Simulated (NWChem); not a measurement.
Program: NWChem. System: CN, charge 0, spin multiplicity 2, at a geometry optimised with UPBE/def2-SVP. The structure started from a generated list of species. Its SCF solution wasn't tested for a lower state. Level: ROCCSD(T)/def2-TZVP, 2 core orbitals frozen.

The NWChem input:

```
start mol
memory heap 100 mb stack 700 mb global 1900 mb
geometry units angstroms nocenter noautoz
  C      0.000000     0.000000     0.636742
  N      0.000000     0.000000    -0.545779
  symmetry group C2v
end
basis spherical
  * library def2-tzvp
end
scf
  rohf
  nopen 1
  maxiter 100
  thresh 1e-7
  semidirect memsize 60000000 filesize 0
  # guess.movecs holds the orbitals of an unrestricted PBE0 run
  vectors input guess.movecs swap 5 7 output mol.movecs
end
tce
  freeze core 2
  ccsd(t)
  2eorb
  2emet 13
  thresh 1e-6
  maxiter 100
  tilesize 24
end
task tce energy
```

NWChem printed:

```
             Northwest Computational Chemistry Package (NWChem) 7.3.0
             --------------------------------------------------------

                                NWChem Input Module
                                -------------------

 Scaling coordinates for geometry "geometry" by  1.889725989
 (inverse scale =  0.529177249)

 Turning off AUTOSYM since
 SYMMETRY directive was detected!

                             Geometry "geometry" -> ""
                             -------------------------

 Output coordinates in angstroms (scale by  1.889725989 to convert to a.u.)

  No.       Tag          Charge          X              Y              Z
 ---- ---------------- ---------- -------------- -------------- --------------
    1 C                    6.0000     0.00000000     0.00000000     0.63674200
    2 N                    7.0000     0.00000000     0.00000000    -0.54577900

 Effective nuclear repulsion energy (a.u.)      18.7949680877

            Nuclear Dipole moment (a.u.)
            ----------------------------
        X                 Y               Z
 ---------------- ---------------- ----------------
     0.0000000000     0.0000000000    -0.0000018897

      Symmetry information
      --------------------

 Group name             C2v
 Group number             16
 Group order               4
 No. of unique centers     2

      Symmetry unique atoms

     1    2


 Summary of "ao basis" -> "" (spherical)
 ------------------------------------------------------------------------------
       Tag                 Description            Shells   Functions and Types
 ---------------- ------------------------------  ------  ---------------------
 *                         def2-tzvp                  on all atoms

 Summary of "ao basis" -> "ao basis" (spherical)
 ------------------------------------------------------------------------------
       Tag                 Description            Shells   Functions and Types
 ---------------- ------------------------------  ------  ---------------------
 C                         def2-tzvp                11       31   5s3p2d1f
[...]
     T(R) DIIS level shift : 0.00D+00
     T(I) DIIS level shift : 0.00D+00
   CC-T/L Amplitude update :  5-th order DIIS
                I/O scheme : Global Array Library
        L-threshold :  0.10D-05
        EOM-threshold :  0.10D-05
 no EOMCCSD initial starts read in
 TCE RESTART OPTIONS
 SLICE:      F
 D4D5:       F
 quantumc:   F
 qrotation:  F
 pwtce:      F
 qducc:      F
 nacto:                         0
 nrotv:                         0
 nrot:                          0

            Memory Information
            ------------------
          Available GA space size is     249029112 doubles
          Available MA space size is     104854372 doubles

 Maximum block size supplied by input
 Maximum block size        24 doubles

 tile_dim =     23

 -------------------------------------------------

 Global array virtual files algorithm will be used

 Parallel file system coherency ......... OK

 4-electron integrals stored in orbital form

 v2    file size   =          1061275
 4-index algorithm nr.  13 is used
 imaxsize =       30
 imaxsize ichop =        0


CCSD iterations
 ---------------------------------------------------------
 Iter          Residuum       Correlation     Cpu    Wall
 ---------------------------------------------------------
    1   0.2023500561633  -0.3322657668510     0.2     0.2
    2   0.0634620544864  -0.3171546742994     0.2     0.2
    3   0.0605639670073  -0.3270985515797     0.2     0.2
    4   0.0560254190588  -0.3303720716650     0.2     0.2
    5   0.0788091331940  -0.3268104442794     0.2     0.2
    6   0.0055033877548  -0.3306645032088     0.2     0.2
    7   0.0054287952019  -0.3306190975117     0.2     0.2
    8   0.0023937354538  -0.3308642966119     0.2     0.2
    9   0.0052449724313  -0.3306999305124     0.2     0.2
   10   0.0040654490401  -0.3311012223482     0.2     0.2
   11   0.0003955859250  -0.3311095977335     0.2     0.2
   12   0.0002800737594  -0.3310746741779     0.2     0.2
   13   0.0001573431567  -0.3310921436378     0.2     0.2
   14   0.0002600028703  -0.3310757844486     0.2     0.2
   15   0.0002092360420  -0.3310943417260     0.2     0.2
   16   0.0000400604152  -0.3310859110855     0.2     0.2
   17   0.0000459478632  -0.3310841695965     0.2     0.2
   18   0.0000226099808  -0.3310872313910     0.2     0.2
   19   0.0000469025346  -0.3310852680916     0.2     0.2
   20   0.0000390082799  -0.3310889906055     0.2     0.2
   21   0.0000044181795  -0.3310887744047     0.2     0.2
   22   0.0000028396891  -0.3310884134479     0.2     0.2
   23   0.0000016361110  -0.3310885440596     0.2     0.2
   24   0.0000025972412  -0.3310883832116     0.2     0.2
   25   0.0000021067662  -0.3310885601794     0.2     0.2
   26   0.0000003716291  -0.3310884573558     0.2     0.2
 -----------------------------------------------------------------
 Iterations converged
 CCSD correlation energy / hartree =        -0.331088457355770
 CCSD total energy / hartree       =       -92.549818333650649

 Singles contributions
     7a1  (beta ) ---     4a1  (beta )       -0.2141590930

 Doubles contributions
 CCSD(T)
 Using plain CCSD(T) code
             total no. of tasks          927
 total no. of tasks / no. procs          927
                         wl_min            2           1.1
                         wl_max        97336           6.8
        thresh for no. of tasks          927

 CCSD[T]  correction energy / hartree =        -0.025137493998468
 CCSD[T] correlation energy / hartree =        -0.356225951354238
 CCSD[T] total energy / hartree       =       -92.574955827649120
 CCSD(T)  correction energy / hartree =        -0.020869712736868
 CCSD(T) correlation energy / hartree =        -0.351958170092638
 CCSD(T) total energy / hartree       =       -92.570688046387517

 Task  times  cpu:        8.4s     wall:        8.4s

 Total times  cpu:        8.5s     wall:        8.5s
```
